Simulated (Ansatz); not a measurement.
Z-matrix (Å, degrees):
```
C
O 1 1.3643
H 2 0.9632 1 109.90
H 1 1.0786 2 113.75 3 -175.33
H 1 1.0823 4 121.53 2 -153.27
```
Charge 0, spin multiplicity 2.

Calculation: frozen-core CCSD(T)/cc-pVTZ // B3LYP-D3(BJ)/def2-TZVP (Ansatz, an electronic-structure program).

```yaml
HF energy: -114.46246 Ha
MP2 correlation energy: -0.39306 Ha
```

Estimate the CCSD correlation energy, the (T) correction, the total energy and the T1 diagnostic.


```
Property                        Result
-----------------------  -------------
CCSD correlation energy    -0.41143 Ha
(T) correction             -0.01409 Ha
CCSD(T) total energy     -114.88799 Ha
T1 diagnostic                    0.016
```
